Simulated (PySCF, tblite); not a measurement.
# CH₆BrN, a complex of two parts: NMR shifts, interaction energy, infrared bands, spin-spin couplings and core binding energies

One table from this session's results is given with a row withheld; the runs are named, their logs left out.

Computed with tblite 0.8.0 and PySCF 2.14.0; each step states its level. No surroundings beyond the atoms listed, unless a continuum is named. Atoms count from 0, parts from 1.

### The system as given

9 atoms, charge 0, multiplicity 1; geometry: rigid parts in contact. Parts: 1 = atoms 0–1, `Br`, charge 0; 2 = atoms 2–8, `CN`, charge 0.

Set-up of the first run:

The job: settings as JSON, then the geometry in Å.

```
{"job": {"kind": "dock", "xc": "GFN2-xTB", "basis": "xTB"}, "charge": 0, "multiplicity": 1, "parts": [{"atoms": "0-1", "charge": 0, "multiplicity": 1}, {"atoms": "2-8", "charge": 0, "multiplicity": 1}]}
Br     0.700616     0.003133     0.014105
H     -0.700616    -0.003133    -0.014105
C     -3.066394    -3.160032    -0.181049
N     -2.158414    -2.209470    -0.798724
H     -2.604941    -3.797522     0.587201
H     -3.886007    -2.608560     0.278345
H     -3.477707    -3.802774    -0.958613
H     -1.386291    -2.697498    -1.240770
H     -1.767300    -1.590647    -0.095861
```

Level: GFN2-xTB search for minima from random contacts, gas phase.

Started as:

```bash
$ OMP_NUM_THREADS=1 python cluster_run.py task.json out
```

This one command runs all jobs of the session in turn.

Steps of the session up to this table: Bringing the parts together with GFN2-xTB; Relaxing the molecule at PBE0-D3(BJ)/def2-TZVPD; NMR shieldings: PBE0/pcSseg-2; Coupled-cluster interaction energy: CCSD(T) and MP2.

One table of the session follows, with a row left open; its other results are not shown here.

It belongs to the step «Coupled-cluster interaction energy: CCSD(T) and MP2». 

```
                 method  interaction energy (kcal/mol)
         HF/aug-cc-pVDZ                         -34.38
        MP2/aug-cc-pVDZ                         -34.46
       CCSD/aug-cc-pVDZ                         -29.75
    CCSD(T)/aug-cc-pVDZ                         -29.75
         HF/aug-cc-pVQZ                         -33.88
        MP2/aug-cc-pVQZ                              ?
    SCS-MP2/aug-cc-pVQZ                         -34.94
      MP2, extrapolated                         -39.33
CCSD(T), limit estimate                         -34.62
```

Estimate the missing values for MP2/aug-cc-pVQZ.

The run gave: interaction energy (kcal/mol): -38.30. In the column «interaction energy (kcal/mol)» it lies between MP2, extrapolated (-39.33) and SCS-MP2/aug-cc-pVQZ (-34.94).

At this geometry H1 is shared between Br0 (1.78 Å) and N3 (1.19 Å): a shared proton, so the energy depends on which part it is counted to.

Limits of these values: Shifts at one fixed geometry are not the observed spectrum, which averages over the motion. The interaction energy leaves out the deformation of the parts, 25.79 kcal/mol at MP2. So large a deformation means that a part is far from its own minimum, so a sum across the two methods would be rough.
